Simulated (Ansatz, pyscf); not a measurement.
`[BH]=[O]` + `[CH4]` → `[BH2][O][CH3]`, an addition across a multiple bond or ene-type step on the singlet surface: C–H broken, B–H, C–O formed. Single points on ωB97X-D3(BJ)/def2-SVP structures (PySCF, gas phase). Wave-function energies: Ansatz (an electronic-structure program), frozen core, RHF or UHF references. In kcal/mol, from the separated reactants.

```json
[
 {"level": "B3LYP-D3(BJ)/def2-TZVP", "barrier": "96.31", "reaction energy": "+12.18"},
 {"level": "PBE0-D3(BJ)/def2-TZVP", "barrier": "97.65", "reaction energy": "+8.47"},
 {"level": "CCSD(T)/cc-pV(D+d)Z", "barrier": "99.64", "reaction energy": "+16.14"},
 {"level": "CCSDT(Q)/cc-pV(D+d)Z", "barrier": "98.82", "reaction energy": "+16.46"},
 {"level": "CCSD(T)/cc-pV(T+d)Z", "barrier": "98.15", "reaction energy": "+13.04"},
 {"level": "CCSD(T)/cc-pV(Q+d)Z", "barrier": "98.48", "reaction energy": "+13.15"}
]
```

In cc-pV(D+d)Z, going from CCSD(T) to CCSDT(Q) shifts the barrier by -0.82 and the reaction energy by +0.32 kcal/mol. With HF in the quadruple-zeta basis and the correlation energy extrapolated as X⁻³ from X = 3, 4, CCSD(T) gives 98.82 and +13.11; adding the double-zeta shift gives ΔE‡ = 98.00 and ΔE = +13.43 kcal/mol, without core correlation, relativity or geometry relaxation at these levels. From the product side, H₂B–O• + CH₃• lies, by one bond made or cut, 9.00 kcal/mol under this saddle at ωB97M-D3(BJ)/def2-TZVP. The same reactants have a lower exit, to H₃C–BH–OH (barrier +50.95 kcal/mol at ωB97M-D3(BJ)/def2-TZVP, against +104.17 kcal/mol here). H₂B–O–CH₃ lies 23.47 kcal/mol over its isomer H₃C–BH–OH (electronic energy, ωB97M-D3(BJ)/def2-TZVP). One saddle was located; it need not be the lowest between these sides. A restricted solution here is unstable towards spin polarisation, so biradical character is likely and single-reference numbers are less safe. The largest closed-shell T1 diagnostic is 0.059, which may signal static correlation.
